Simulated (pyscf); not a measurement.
hydrogen fluoride (HF) + H₂N–Ge(F)(F)–F → F–Ge(F)(F)–F + ammonia (NH₃), a four-centre exchange (singlet surface; F–H, Ge–N broken, F–Ge, H–N formed). Optimised with ωB97X-D3(BJ)/def2-SVP in PySCF. Energies in kJ/mol from the separated reactants.

Small-basis levels: PySCF, no dispersion term, spherical d functions. AM1 to PM7: differences of heats of formation from MOPAC, which are fitted to 298 K values and so differ in kind from electronic energies by zero-point and thermal terms. GFN2-xTB: tblite. Cost: rough CPU time at the saddle relative to B3LYP/6-31G*+LANL2DZ, from one job on a shared machine.

```csv
level,barrier,reaction energy,cost
HF/3-21G,___,-35.2,0.1
SVWN5/6-31G*+LANL2DZ,-103.9,-59.8,0.9
BP86/6-31G*+LANL2DZ,-45.3,-72.1,1
PBE/6-31G*+LANL2DZ,-55.4,-72.8,2
B3LYP/6-31G*+LANL2DZ,-29.7,-76.5,1
M06-2X/6-31G*+LANL2DZ,-30.1,-59.8,2
B3LYP/def2-SVP,___,-37.4,1
GFN2-xTB,25.5,-22.1,under 0.02
PM7,108.3,+0.6,under 0.02
ωB97M-D3(BJ)/def2-TZVP,___,-28.2,–
```

Task: Complete the blanks.

Result: 
- HF/3-21G, barrier: -38.8
- B3LYP/def2-SVP, barrier: -18.2
- ωB97M-D3(BJ)/def2-TZVP, barrier: 12.6

Against the last row the barrier runs from -116.5 (SVWN5/6-31G*+LANL2DZ) to +95.7 kJ/mol (PM7). At HF/3-21G, SVWN5/6-31G*+LANL2DZ, BP86/6-31G*+LANL2DZ, PBE/6-31G*+LANL2DZ, B3LYP/6-31G*+LANL2DZ, M06-2X/6-31G*+LANL2DZ, B3LYP/def2-SVP this geometry lies under one side, so the entry may be no barrier of that level: it is a single point on another level's saddle. ωB97M-D3(BJ)/def2-TZVP has limits of its own. On the reactant side the descent ends in a complex, 22.6 kJ/mol under the separated species and 34.1 kJ/mol under the saddle at ωB97X-D3(BJ)/def2-TZVP. On the product side the descent ends in an adduct with a Ge–N contact, 87.3 kJ/mol under the separated species and 124.1 kJ/mol under the saddle at ωB97X-D3(BJ)/def2-TZVP. What is counted as broken (Ge–N) persists as a longer contact in the product adduct; parting that adduct is a step of its own. One saddle was located; it need not be the lowest between these sides. In the def2 sets elements up to Kr have no core potential.
